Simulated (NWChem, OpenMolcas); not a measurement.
# How basis sets differ on CH6Al− (SMILES [CH3][AlH3-])

CH6Al− has 8 atoms, charge -1, and is taken as a singlet. As SMILES, `[CH3][AlH3-]`. The shape comes from GFN2-xTB, which is rough for such elements, and wasn't checked as a minimum.

```xyz
8

C    -0.1854    0.1109   -1.0477
Al    0.1696   -0.1019    0.9630
H    -0.5218   -0.8164   -1.5362
H     0.7006    0.4304   -1.6175
H    -0.9608    0.8565   -1.2810
H    -0.7957    0.8997    1.8066
H     1.7220    0.2558    1.2927
H    -0.1286   -1.6349    1.4201
```

Quantity: the HOMO–LUMO gap, in eV. The values are calculated.

```csv
level,kind,program,value (eV)
HF/STO-3G,Hartree–Fock,NWChem,22.91
HF/3-21G,Hartree–Fock,NWChem,14.15
HF/ANO-L-VDZP,Hartree–Fock,OpenMolcas,11.19
HF/cc-pVDZ,Hartree–Fock,NWChem,13.70
HF/6-311G**,Hartree–Fock,NWChem,12.17
```

Sets without diffuse functions describe the anion poorly. The values span 11.19 to 22.91 eV. A Hartree–Fock LUMO above zero doesn't converge with the basis: it sinks as sets grow more diffuse. Orbital gaps aren't excitation energies.
